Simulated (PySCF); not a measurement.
Level of theory: B3LYP-D3(BJ)/def2-TZVP // B3LYP-D3(BJ)/def2-SVP (PySCF). Isolated molecules, 0 K electronic values unless said otherwise. One relaxed conformer stands for a flexible species; it need not be the lowest. B3LYP has the VWN-RPA correlation part, as in Gaussian. Delta-SCF ions had no search for a lower state. 

Reference species (SMILES): `Cl[Si](Cl)(Cl)Cl` (neutral, multiplicity 1).

```
Item                                      Result
--------------------------------------  --------
vertical ionisation energy (Delta-SCF)  11.36 eV
S1 oscillator strength                     0.000
HOMO                                    -9.26 eV
```

Changed species: `C([Si](CC)(CC)CC)C` (4 of 4 Cl replaced by C2H5; the reference has 0 of 4 Cl replaced by C2H5).

Question: Predict the effect on the vertical ionisation energy (Delta-SCF), S1 oscillator strength and HOMO.

Answer: the vertical ionisation energy (Delta-SCF) falls by 2.15 eV, to 9.21 eV; the S1 oscillator strength hardly moves; the HOMO goes up by 1.79 eV, to -7.47 eV.
